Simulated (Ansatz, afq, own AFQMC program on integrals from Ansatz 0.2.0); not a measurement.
**CH$_{4}$N, doublet: AFQMC among the cluster methods**

```xyz
6

N    -0.0767    0.0000    0.5575
C     0.0733    0.0000   -0.6319
H     0.1915   -0.7202    0.9693
H     0.1915    0.7202    0.9693
H    -0.0954   -0.8046   -1.0786
H    -0.0954    0.8046   -1.0786
```

Connectivity, by distances: NH2–CH2.

Basis 6-31G. Only valence electrons are correlated. Ansatz 0.2.0 and our own AFQMC program on the same integrals; the CISD trial comes from CCSD amplitudes, and released means the phaseless constraint is let go. Free projection: walkers drawn from exp(T), propagated without any constraint. Its projection time is finite, and what remains of the start isn't in its error. ± is one standard error of the sampling.

Determinant: UHF, the one that the program's search chose, which needn't be the lowest solution. The geometry is a point of a scan.

No full CI on the walks' own integrals is used here; CCSDT(Q) serves as the reference and is uncertain by about the last step of the cluster series.

Cautions: the ph-AFQMC/HF walk drifts between its halves (2.7 errors).

The T1 diagnostic is 0.0102. The weight of the determinant in the CISD state is 0.934. The ⟨S²⟩ of the determinant is 0.756 and the size of the correlated space is 13 electrons in 24 orbitals.

Reference: CCSDT(Q), correlation energy -5.137 eV. The released energy is read at 2.40 1/Eh (meV from the phaseless value at times in 1/Eh: -1 ± 7 at 0.24, 1 ± 6 at 0.51, 2 ± 7 at 0.99, -3 ± 8 at 1.62, 5 ± 6 at 2.40).

```csv
level,E − E(reference) (kJ/mol),share of correlation (%)
HF,495.6,0.00
MP2,62.9,87.31
CCSD,8.0,98.38
CCSD(T),1.4,99.72
CCSDT,0.7,99.87
ph-AFQMC/HF,-0.6 ± 3.4,100.13
ph-AFQMC/CISD,-0.3 ± 1.1,100.05
released AFQMC,0.3 ± 0.6,99.95
free AFQMC,-0.1 ± 0.9,100.02
```

Free projections are given only where their last times agree within the noise and don't stop above the reference; a slow remainder of the start can still hide under it. A walk keeps the symmetry of its determinant, which the program's search chose and which needn't be the lowest solution, so a lower state of the same spin and another symmetry isn't excluded. Released energies are given only where the last usable release times agree within the noise; a slower fall can still hide under it.
